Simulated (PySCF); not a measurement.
**LiMg: from the state search to spectroscopic constants**

The task here is to estimate one member of a computed series from the others.

Method: Li def2-SVP, Mg def2-SVP, no relativity; program: PySCF 2.14.0.

The first run:

The job is set up so:

```
atoms                         : Li, Mg
charge                        : 0
basis                         : Li def2-SVP, Mg def2-SVP
Hamiltonian                   : no relativity
basis functions               : 27
electrons treated             : 15
masses in u                   : 7.0160, 23.9850
levels                        : PBE0, PBE, r²SCAN, MN15, M06-L, B3LYP, LC-ωPBE, HF, MP2, SCS-MP2, CCSD, CCSD(T)
grid                          : 80 radial by 434 angular points
occupations                   : held fixed by the projection of orbital angular momentum
dissociation limit            : Li + Mg, each in its ground configuration
starting distance in angstrom : 2.640
values of 2S to try           : 1, 3
```

Launch:

```sh
> OMP_NUM_THREADS=1 python dia.py task.json out
```

Among the steps run: Input; The PBE0 curve of the state that the search chose; Higher solutions at PBE0; PBE (GGA); r²SCAN; MN15 (hybrid meta-GGA); M06-L (meta-GGA); B3LYP (global hybrid GGA); LC-ωPBE (range-separated hybrid); ROHF; MP2 and coupled cluster.

One of the session's tables, all rows but one given; the rest of the session is left out.

Energy (eV) from each level's lowest point:

| R (Å) | ROHF | ROHF-MP2 | ROHF-SCS-MP2 | ROHF-CCSD | ROHF-CCSD(T) |
| --- | --- | --- | --- | --- | --- |
| 2.683 | 0.312 | 0.171 | 0.177 | n/a | n/a |
| 2.808 | 0.218 | 0.102 | 0.106 | 0.082 | 0.077 |
| 2.933 | 0.151 | 0.056 | 0.060 | 0.038 | 0.033 |
| 3.026 | 0.115 | 0.034 | 0.037 | 0.018 | 0.015 |
| 3.120 | 0.086 | 0.019 | 0.022 | 0.006 | 0.004 |
| 3.214 | 0.065 | 0.009 | 0.011 | 0.001 | 0.000 |
| 3.338 | ? | ? | ? | ? | ? |
| 3.494 | 0.025 | 0.000 | 0.000 | 0.006 | 0.009 |
| 3.682 | 0.011 | 0.003 | 0.001 | 0.017 | 0.023 |
| 3.931 | 0.000 | 0.010 | 0.006 | n/a | n/a |

Estimate the missing values for R (Å) = 3.338.

Worked estimate for «ROHF». A straight line through the neighbours (3.214, 0.065) and (3.494, 0.025) gives 0.065 + (0.025 − 0.065) × (3.338 − 3.214) / (3.494 − 3.214) = 0.047; a parabola fitted to 4 rows on both sides gives 0.044.

The run gave: ROHF: 0.043; ROHF-MP2: 0.002; ROHF-SCS-MP2: 0.003; ROHF-CCSD: 0.000; ROHF-CCSD(T): 0.001. In «ROHF» the line misses by +0.004 and the parabola by +0.001.

To keep in mind: The bond is weak, and basis-set superposition, which was not computed, may be a sizeable part of it. At some levels the lowest empty orbital lies below the highest filled one (the two can be of opposite spin).
